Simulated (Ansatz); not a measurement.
The input, for Ansatz 0.2.0:

```yaml
crystal:
  periodic: [false, false, false]
  atoms:
    - {symbol: B, position_ang: [0.000000, 0.000000, 0.591174]}
    - {symbol: B, position_ang: [0.000000, 0.000000, -0.795772]}
    - {symbol: H, position_ang: [0.000000, 0.916884, 1.097241]}
    - {symbol: H, position_ang: [0.000000, -0.916884, 1.097241]}
basis:
  gaussian: {orbitals: cc-pVDZ}
magnetization: {spin_polarized: true, initial_magnetization: 2}
correlation: {method: ccsdt_q, electrons: outside_noble_gas}
```

```sh
$ ansatz run in.yaml --threads 1 --pin off --events-out ev --progress --plain --max-ram 2393MiB
```

Log:

```
688 factors; integrals over basis functions are off by at most 2.3e-7 eV
mean field evaluation 1: about -1367.9483 eV, gradient 1.2e1 eV
mean field evaluation 2: about -1367.9498 eV, gradient 1.2e1 eV
mean field evaluation 4: about -1369.3744 eV, gradient 2.0e0 eV
mean field evaluation 8: about -1369.5527 eV, gradient 1.3e-4 eV
mean field evaluation 16: about -1369.5445 eV, gradient 4.3e-1 eV
mean field evaluation 32: about -1366.1927 eV, gradient 3.0e-1 eV
mean field evaluation 64: about -1362.9250 eV, gradient 8.5e-3 eV
mean field -1369.55258326 eV, -50.3301291186 hartree, gradient 2.8e-6 eV, S^2 2.005137; 2 other end points of the search recorded, 0 dependent functions left out
determinant -1369.55258326 eV, -50.3301291186 hartree, with singles and doubles -1373.60101193 eV, -50.4789061282 hartree
determinant -1367.21119468 eV, -50.2440846753 hartree, with singles and doubles -1370.97002898 eV, -50.3822192881 hartree
determinant -1366.19808212 eV, -50.2068534757 hartree, with singles and doubles -1370.30255205 eV, -50.3576899635 hartree
2 core orbitals not correlated: weight in the atoms' cores, before any rotation towards them, 1.000 or more for the frozen orbitals, at most 0.000 for the correlated occupied ones
reference -1369.55258326 eV, -50.3301291186 hartree; 5, 3 occupied and 31, 33 virtual orbitals, 688 factors
second order -3.24214638 eV of doubles, -0.00000000 eV of singles
cycle   1  -3.79797813 eV  change   -5.6e-1 eV  update   6.5e-2
cycle   2  -4.10757555 eV  change   -3.1e-1 eV  update   3.3e-2
cycle   3  -4.17106691 eV  change   -6.3e-2 eV  update   1.9e-2
cycle   4  -4.18536367 eV  change   -1.4e-2 eV  update   1.1e-2
cycle   5  -4.18751923 eV  change   -2.2e-3 eV  update   3.5e-3
cycle   6  -4.18669397 eV  change    8.3e-4 eV  update   1.5e-3
cycle   7  -4.18686107 eV  change   -1.7e-4 eV  update   6.1e-4
cycle   8  -4.18738910 eV  change   -5.3e-4 eV  update   2.7e-4
cycle   9  -4.18742341 eV  change   -3.4e-5 eV  update   1.1e-4
cycle  10  -4.18733442 eV  change    8.9e-5 eV  update   4.7e-5
cycle  11  -4.18735393 eV  change   -2.0e-5 eV  update   2.1e-5
cycle  12  -4.18737412 eV  change   -2.0e-5 eV  update   1.1e-5
cycle  13  -4.18738853 eV  change   -1.4e-5 eV  update   5.2e-6
cycle  14  -4.18738821 eV  change    3.2e-7 eV  update   2.7e-6
cycle  15  -4.18738492 eV  change    3.3e-6 eV  update   1.2e-6
cycle  16  -4.18738467 eV  change    2.5e-7 eV  update   4.0e-7
perturbative correction -0.00470778 eV, -0.0001730079 hartree
Total energy: -1373.74467571 eV, -50.4841856746 hartree
```

Ran on 1 thread of Arm Neoverse V1, shared host: 10 s wall, 0.18 GiB peak host memory.
